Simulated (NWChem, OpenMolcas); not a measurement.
# The same job for NWChem

OpenMolcas 26.06 runs this on triplet CF+:

mol.input:
```
* CF Hartree-Fock

&GATEWAY
  BASLIB
  $CurrDir
  COORD
  2
  angstrom
  C        0.492270      -0.160830       0.253170
  F       -0.492270       0.160830      -0.253170
  BASIS
  3-21G
  GROUP
  NoSym

&SEWARD

&SCF
  UHF
  CHARGE
  1
  SPIN
  3
  THRESHOLDS
  1e-10 1e-07 1e-07 1e-05
  PRORBITALS
  1 2
```

```bash
$ export MOLCAS_MEM=1860
$ pymolcas mol.input > mol.log
```

(Basis files named in the input come from the Basis Set Exchange and aren't shown.)

The coordinates come from a PBE0-D4/def2-TZVP relaxation. That shape belongs to the parent species and isn't relaxed for this state.

It gives a total energy of -135.944007 Eh.

Problem. How is this level of theory, on these atoms, set up in NWChem 7.3.0 as an input file of the program's own?

Solution. One way, which was run:

a.nw:
```
start a
memory stack 880 mb heap 220 mb global 1100 mb
charge 1

geometry noautosym nocenter noautoz
  C     0.492270   -0.160830    0.253170
  F    -0.492270    0.160830   -0.253170
end

basis "ao basis" spherical bse
  * library 3-21G
end

scf
  nopen 2
  uhf
  thresh 1e-08
  maxiter 80
  noprint "final vectors analysis"
end

task scf energy
```

```bash
$ nwchem a.nw > a.out
```

Its energy is -135.944007 Eh, 0.000 mEh from the first.
